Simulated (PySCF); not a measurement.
BeH, SMILES [BeH+], charge +1. Atoms are numbered in the order given.

```xyz
2

Be     0.0000     0.0000    -0.2637
H      0.0000     0.0000     1.0547
```
Charge +1, spin multiplicity 1.

The structure is a stationary point at r2SCAN-D4/def2-TZVPD. The multiplicity is an assumed one; other spin states were not compared.

Level of theory: PySCF with HF/def2-TZVPD.

Isolated molecule, no solvent.

```yaml
total_energy: -14.85211 hartree
point_group: C∞v
highest_occupied_level: -20.35 eV
lowest_empty_level: -7.84 eV
orbital_gap: 12.51 eV
dipole_moment_about_the_centre_of_nuclear_charge: 3.79 D
mean_static_polarisability: 11.4 bohr³ (1.69 Å³)
polarisability_principal_values: 10.7, 10.7, 12.7 bohr³
```
